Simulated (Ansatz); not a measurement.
# How far each method lies from full CI for HB–BH, triplet

Geometry: that of the HB–BH, singlet, kept fixed.

```xyz
4

B     0.0000    0.0000    0.7625
B     0.0000    0.0000   -0.7625
H     0.0000    0.0000    1.9383
H     0.0000    0.0000   -1.9383
```

Basis 6-31G; Ansatz 0.2.0. Correlated methods freeze the noble-gas cores, which leaves 8 electrons in 20 orbitals. R marks a restricted (for open shells ROHF) determinant, U an unrestricted one. Active spaces: valence = (8e, 10o) chosen from the atoms' valence shells.

Full CI is exact within this basis and frozen core; it isn't the basis-set limit. The frozen core follows each run's orbitals, which can shift R against U totals by a few meV.

For open shells CISD and CISDTQ are restricted-active-space CI with the open shells as a complete middle space.

The UHF ⟨S²⟩ is 2.014, the T1 diagnostic (RCCSD) is 0.0181 and the largest doubles amplitude (RCCSD) is 0.099. The T1 diagnostic (UCCSD) is 0.0091.

| level | E − E(RHF) (eV) |
| --- | --- |
| UHF | -0.0926 |
| RMP2 | -2.1991 |
| UMP2 | -2.2256 |
| RCCSD | -2.8455 |
| UCCSD | -2.8470 |
| RCCSD(T) | -2.9065 |
| UCCSD(T) | -2.9069 |

(1) Estimate how far full CI in 6-31G lies from RCCSD(T). The table doesn't fix it; the size of (T) and the diagnostics are the guide.

(1) Full CI in 6-31G lies 0.54 kcal/mol below RCCSD(T), which is 38 % of the (T) step (-1.41 kcal/mol). The diagnostics give no warning, yet the rest is a sizeable part of (T).

The other levels:

| level | E − E(full CI) (kcal/mol) | share of correlation (%) | wall time |
| --- | --- | --- | --- |
| CISD | 4.47 | 93.39 | 2.8 s |
| BCCD(T) | 0.54 | 99.20 | 2 s |
| RCCSDT | 0.11 | 99.84 | – |
| UCCSDT | 0.10 | 99.86 | – |
| CISDTQ | 0.11 | 99.83 | 16 s |
| RCCSDT(Q) | 0.02 | 99.96 | 9 s |
| UCCSDT(Q) | 0.01 | 99.98 | 8 s |
| RCCSDTQ | 0.00 | 99.99 | 73 s |
| CASSCF (valence space) | 18.77 | 72.21 | – |
| NEVPT2 (valence space) | 5.56 | 91.77 | 10 s |
| MRCISD (valence space) | 0.46 | 99.32 | – |
| MRCISD+Q (valence space) | 0.13 | 99.80 | 17 s |

The correlation energy at full CI, counted from RHF, is -2.930 eV. That run took 86 s on 1 thread of AMD EPYC, shared host over 2,920,256 determinants.

Times hold each run's SCF and search for its determinant on a shared host, so for small cases they say little of a method's own cost; they ran on 1 thread of AMD EPYC.

The full-CI state has the irrep B1g of D2h, in the program's axes (one component, if the state is degenerate).

Natural occupations of full CI about the gap: 1.969 1.965 1.963 0.977 0.977 0.034 0.028 0.028 0.022 0.011; effectively unpaired electrons, Σ n²(2−n)², 2.03.
